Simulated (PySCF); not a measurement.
# BF (SMILES [B]F) at BLYP/def2-TZVPPD

What is the energy change on altering one bond length of BF at BLYP/def2-TZVPPD? The job is set up through a Python script.

The calculation is run with PySCF 2.14.0.

4 further runs of the same task are left out: 4 set aside as unsound or not needed.

**1. The molecule**

BF: 2 atoms, total charge 0, spin state singlet. SMILES: `[B]F`. The coordinates come from a PBE0-D4/def2-TZVP relaxation.

Bond lengths: B1–F2 1.263 Å.

**2. The energy at BLYP/def2-TZVPPD**

start.xyz reads:

```xyz
2

B      0.000000     0.000000    -0.009350
F      0.000000     0.000000     1.253740
```

calc.py reads:

```python
# 13768-60-0
from pyscf import gto, dft

mol = gto.M(
    atom='start.xyz',
    verbose=3,
    max_memory=1860,
    basis='def2-tzvppd',
)

mf = dft.RKS(mol)
mf.xc = 'blyp'
mf.grids.level = 5
mf.conv_tol = 1e-10
mf.kernel()
if not mf.converged:
    mf = mf.newton().run(mf.mo_coeff, mf.mo_occ)

etot = mf.e_tot
print('E(%s) = %.9f' % ('BLYP', etot))
```

Started as:

```console
OMP_NUM_THREADS=1 python calc.py
```

The program printed:

```text
converged SCF energy = -124.704356152186
E(BLYP) = -124.704356152
```

Wall time 3.3 s (1 thread of Arm Neoverse V2, shared host); peak memory 0.35 GiB.

**3. The distorted shape, same level**

job.py reads:

```python
from pyscf import gto, dft

system = gto.M(
    atom='B 0.000000 -0.000000 -0.198860; F -0.000000 0.000000 1.253740',
    verbose=4,
    basis='def2-tzvppd',
    max_memory=1860,
    spin=0,
)

calc0 = dft.RKS(system, xc='blyp')
calc0.grids.level = 5
calc0.conv_tol = 1e-10
calc0.kernel()
if not calc0.converged:
    calc0 = calc0.newton().run(calc0.mo_coeff, calc0.mo_occ)

e_final = calc0.e_tot
print('Final energy', e_final)
```

Started as:

```console
OMP_NUM_THREADS=1 python job.py
```

The program printed:

```text
PySCF version 2.14.0

[INPUT] num. atoms = 2
[INPUT] num. electrons = 14
[INPUT] charge = 0
[INPUT] spin (= nelec alpha-beta = 2S) = 0
[INPUT] symmetry False subgroup None
[INPUT] Mole.unit = angstrom
[INPUT] Symbol           X                Y                Z      unit          X                Y                Z       unit  Magmom
[INPUT]  1 B      0.000000000000   0.000000000000  -0.198860000000 AA    0.000000000000   0.000000000000  -0.375790937131 Bohr   0.0
[INPUT]  2 F      0.000000000000   0.000000000000   1.253740000000 AA    0.000000000000   0.000000000000   2.369225231412 Bohr   0.0

nuclear repulsion = 16.393346063197
number of shells = 27
number of NR pGTOs = 107
number of NR cGTOs = 77
basis = def2-tzvppd
ecp = {}

******** <class 'pyscf.dft.rks.RKS'> ********
method = RKS
initial guess = minao
damping factor = 0
level_shift factor = 0
DIIS = <class 'pyscf.scf.diis.CDIIS'>
diis_start_cycle = 1
diis_space = 8
diis_damp = 0
SCF conv_tol = 1e-10
SCF conv_tol_grad = None
SCF max_cycles = 50
direct_scf = True
direct_scf_tol = 1e-13
XC library pyscf.dft.libxc version 7.0.0
    S. Lehtola, C. Steigemann, M. J.T. Oliveira, and M. A.L. Marques.,  SoftwareX 7, 1–5 (2018)
XC functionals = blyp
    A. D. Becke.,  Phys. Rev. A 38, 3098 (1988)
    C. Lee, W. Yang, and R. G. Parr.,  Phys. Rev. B 37, 785 (1988)
    B. Miehlich, A. Savin, H. Stoll, and H. Preuss.,  Chem. Phys. Lett. 157, 200 (1989)
radial grids:
    Treutler-Ahlrichs [JCP 102, 346 (1995); DOI:10.1063/1.469408] (M4) radial grids

becke partition: Becke, JCP 88, 2547 (1988); DOI:10.1063/1.454033
pruning grids: <function nwchem_prune>
grids dens level: 5
symmetrized grids: False
atomic radii adjust function: <function treutler_atomic_radii_adjust>
small_rho_cutoff = 0
Set gradient conv threshold to 1e-05
Initial guess from minao.
tot grids = 87040
init E= -124.647108811894
  HOMO = -0.253532895771553  LUMO = -0.0849899438095985  gap/eV = 4.58629
cycle= 1 E= -124.638046129221  delta_E= 0.00906  |g|= 0.536  |ddm|= 0.889
  HOMO = -0.273203289274654  LUMO = -0.106858338746489  gap/eV = 4.52648
cycle= 2 E= -123.925352720976  delta_E= 0.713  |g|= 2.13  |ddm|= 0.972
  HOMO = -0.262748504265176  LUMO = -0.104984875016339  gap/eV = 4.29297
cycle= 3 E= -124.686376912795  delta_E= -0.761  |g|= 0.0442  |ddm|= 0.774
  HOMO = -0.271047165983127  LUMO = -0.107620711813248  gap/eV = 4.44706
cycle= 4 E= -124.686544347771  delta_E= -0.000167  |g|= 0.0398  |ddm|= 0.0674
  HOMO = -0.267267235571502  LUMO = -0.105426008802343  gap/eV = 4.40392
cycle= 5 E= -124.686895498599  delta_E= -0.000351  |g|= 0.00626  |ddm|= 0.0224
  HOMO = -0.267355457123298  LUMO = -0.105457174675961  gap/eV = 4.40548
cycle= 6 E= -124.686902542367  delta_E= -7.04e-06  |g|= 0.00015  |ddm|= 0.00276
  HOMO = -0.267337963563211  LUMO = -0.10542108634455  gap/eV = 4.40598
cycle= 7 E= -124.686902547743  delta_E= -5.38e-09  |g|= 4.16e-05  |ddm|= 0.000219
  HOMO = -0.267342352624564  LUMO = -0.10542711751693  gap/eV = 4.40594
cycle= 8 E= -124.686902548057  delta_E= -3.15e-10  |g|= 8.23e-06  |ddm|= 2.85e-05
  HOMO = -0.267339542044937  LUMO = -0.105424851303513  gap/eV = 4.40592
cycle= 9 E= -124.686902548076  delta_E= -1.91e-11  |g|= 1.48e-06  |ddm|= 9.67e-06
  HOMO = -0.267340000195954  LUMO = -0.105425227468869  gap/eV = 4.40593
Extra cycle  E= -124.686902548074  delta_E= 2.25e-12  |g|= 3.91e-06  |ddm|= 2.86e-06
converged SCF energy = -124.686902548074
Final energy -124.68690254807406
```

It took 3.6 s on 1 thread of Arm Neoverse V2, shared host; peak memory 0.35 GiB.

**4. Summary of results**

Level: BLYP/def2-TZVPPD.

| quantity | value |
| --- | --- |
| first shape: total energy | -124.70436 Eh |
| first shape: dipole moment | 1.03 D |
| first shape: HOMO energy | -6.69 eV |
| first shape: LUMO energy | -2.04 eV |
| first shape: HOMO–LUMO gap | 4.65 eV |
| distorted shape: total energy | -124.68690 Eh |
| distorted shape: dipole moment | 0.04 D |
| distorted shape: HOMO energy | -7.27 eV |
| distorted shape: LUMO energy | -2.87 eV |
| distorted shape: HOMO–LUMO gap | 4.41 eV |
| energy change with the B1–F2 bond stretched from 1.263 to 1.453 Å | 0.475 eV |

**Reading.** With the B1–F2 bond stretched from 1.263 to 1.453 Å the energy rises by 0.47 eV (11.0 kcal/mol). The first shape isn't relaxed at this level, so the change isn't measured from a minimum.
